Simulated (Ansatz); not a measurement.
**Al2O (triplet): from Hartree-Fock to the top rungs, def2-QZVPP**

The task here is to estimate one member of a computed series from the others.

Program: Ansatz 0.2.0, Gaussian basis. Level of theory: def2-QZVPP, core rule «outside noble gas», up to 11 orbitals frozen. These are calculated values, not measurements.

The runs, in order: UHF; ROHF; CCSD(T) on UHF.

5 further runs of the same task are left out: 1 that didn't finish, 4 set aside as unsound or not needed.

### The geometry

The geometry is a PBE0/def2-TZVP stationary point (not a proven minimum).

3 atoms, charge 0, spin multiplicity 3.

Atoms are counted from 1 here; the program's logs count them from 0.

Bond lengths: Al1–O2 1.699 Å, O2–Al3 1.699 Å. Angles: Al1–O2–Al3 180.0°.

Set-up of the first run:

Contents of in.yaml:

```yaml
crystal:
  periodic: [false, false, false]
  atoms:
    - {symbol: Al, position_ang: [0.000000, 0.000000, 1.699100]}
    - {symbol: O, position_ang: [0.000000, 0.000000, 0.000000]}
    - {symbol: Al, position_ang: [0.000000, 0.000000, -1.699100]}
basis:
  gaussian: {orbitals: "def2-QZVPP.json"}
magnetization: {spin_polarized: true, initial_magnetization: 2}
hamiltonian: {xc: hf}
output: {orbitals: {seedname: orbitals}}
```

Command:

```sh
$ ansatz run in.yaml --threads 1 --pin off --events-out ev --progress --plain --max-ram 2393MiB
```

Among the steps run: UHF; ROHF; CCSD(T) on UHF.

One table of the session follows, with a row left open; its other results are not shown here.

| method | from UCCSD(T) (meV) |
| --- | --- |
| ROHF | +10001.9 |
| UHF | ? |
| UMP2 | +637.6 |
| UCCSD | +431.9 |
| UCCSD(T) | 0 |

**Question.** Estimate the row for UHF.

As computed: from UCCSD(T) (meV): +9984.4. In the column «from UCCSD(T) (meV)» it lies between UMP2 (+637.6) and ROHF (+10001.9).
